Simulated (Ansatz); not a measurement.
## [H···H···O], triplet: the ladder up to full CI

Geometry: a point of a hydrogen-transfer path between rigid fragments, not a stationary point.

```xyz
3

H     0.0000    0.0000   -1.0470
H     0.0000    0.0000   -0.1550
O     0.0000    0.0000    1.2020
```

Basis 6-31G; Ansatz 0.2.0. Only valence electrons are correlated (noble-gas cores frozen), which leaves 8 electrons in 12 orbitals. R marks a restricted (for open shells ROHF) determinant, U an unrestricted one. Active spaces: pair = (4e, 4o) about the gap; valence = (8e, 6o) chosen from the atoms' valence shells.

Full CI is exact within this basis and frozen core; it isn't the basis-set limit. The frozen core follows each run's orbitals, which can shift R against U totals by a few meV.

For open shells CISD and CISDTQ are restricted-active-space CI with the open shells as a complete middle space.

```
UHF ⟨S²⟩                          : 2.039
T1 diagnostic (RCCSD)             : 0.0417
largest doubles amplitude (RCCSD) : 0.093
T1 diagnostic (UCCSD)             : 0.0212
```

```json
{"level": "RHF", "E − E(full CI) (kcal/mol)": "64.88", "share of correlation (%)": "0.00", "wall time": "–"}
{"level": "UHF", "E − E(full CI) (kcal/mol)": "59.43", "share of correlation (%)": "8.41", "wall time": "–"}
{"level": "RMP2", "E − E(full CI) (kcal/mol)": "14.48", "share of correlation (%)": "77.68", "wall time": "–"}
{"level": "UMP2", "E − E(full CI) (kcal/mol)": "12.43", "share of correlation (%)": "80.83", "wall time": "–"}
{"level": "CISD", "E − E(full CI) (kcal/mol)": "3.12", "share of correlation (%)": "95.19", "wall time": "0.42 s"}
{"level": "RCCSD", "E − E(full CI) (kcal/mol)": "0.76", "share of correlation (%)": "98.83", "wall time": "–"}
{"level": "UCCSD", "E − E(full CI) (kcal/mol)": "0.66", "share of correlation (%)": "98.98", "wall time": "–"}
{"level": "RCCSD(T)", "E − E(full CI) (kcal/mol)": "0.18", "share of correlation (%)": "99.73", "wall time": "0.39 s"}
{"level": "UCCSD(T)", "E − E(full CI) (kcal/mol)": "0.16", "share of correlation (%)": "99.76", "wall time": "0.33 s"}
{"level": "BCCD(T)", "E − E(full CI) (kcal/mol)": "0.21", "share of correlation (%)": "99.67", "wall time": "0.51 s"}
{"level": "RCCSDT", "E − E(full CI) (kcal/mol)": "0.07", "share of correlation (%)": "99.89", "wall time": "–"}
{"level": "UCCSDT", "E − E(full CI) (kcal/mol)": "0.06", "share of correlation (%)": "99.91", "wall time": "–"}
{"level": "CISDTQ", "E − E(full CI) (kcal/mol)": "0.05", "share of correlation (%)": "99.92", "wall time": "0.81 s"}
{"level": "RCCSDT(Q)", "E − E(full CI) (kcal/mol)": "0.01", "share of correlation (%)": "99.99", "wall time": "2.4 s"}
{"level": "UCCSDT(Q)", "E − E(full CI) (kcal/mol)": "-0.01", "share of correlation (%)": "100.02", "wall time": "2.1 s"}
{"level": "RCCSDTQ", "E − E(full CI) (kcal/mol)": "0.00", "share of correlation (%)": "100.00", "wall time": "12 s"}
{"level": "UCCSDTQ", "E − E(full CI) (kcal/mol)": "-0.02", "share of correlation (%)": "100.03", "wall time": "12 s"}
{"level": "CASSCF (pair space)", "E − E(full CI) (kcal/mol)": "46.93", "share of correlation (%)": "27.66", "wall time": "–"}
{"level": "NEVPT2 (pair space)", "E − E(full CI) (kcal/mol)": "7.61", "share of correlation (%)": "88.26", "wall time": "0.21 s"}
{"level": "MRCISD (pair space)", "E − E(full CI) (kcal/mol)": "2.11", "share of correlation (%)": "96.75", "wall time": "–"}
{"level": "MRCISD+Q (pair space)", "E − E(full CI) (kcal/mol)": "0.99", "share of correlation (%)": "98.48", "wall time": "0.51 s"}
{"level": "CASSCF (valence space)", "E − E(full CI) (kcal/mol)": "45.63", "share of correlation (%)": "29.67", "wall time": "–"}
{"level": "NEVPT2 (valence space)", "E − E(full CI) (kcal/mol)": "11.43", "share of correlation (%)": "82.39", "wall time": "0.15 s"}
{"level": "NEVPT4(SD) (valence space)", "E − E(full CI) (kcal/mol)": "1.98", "share of correlation (%)": "96.95", "wall time": "0.45 s"}
{"level": "MRCISD (valence space)", "E − E(full CI) (kcal/mol)": "1.93", "share of correlation (%)": "97.03", "wall time": "–"}
{"level": "MRCISD+Q (valence space)", "E − E(full CI) (kcal/mol)": "0.89", "share of correlation (%)": "98.63", "wall time": "0.45 s"}
```

The correlation energy at full CI, counted from RHF, is -2.813 eV. That run took 0.88 s on 1 thread of Arm Neoverse V1, shared host over 61,184 determinants.

Times hold each run's SCF and search for its determinant on a shared host, so for small cases they say little of a method's own cost; they ran on 1 thread of Arm Neoverse V1.

The full-CI state has the irrep B2 of C2v, in the program's axes (one component, if the state is degenerate).

Natural occupations of full CI about the gap: 1.988 1.982 1.954 0.998 0.994 0.041 0.017 0.010 0.007 0.004; effectively unpaired electrons, Σ n²(2−n)², 2.02.
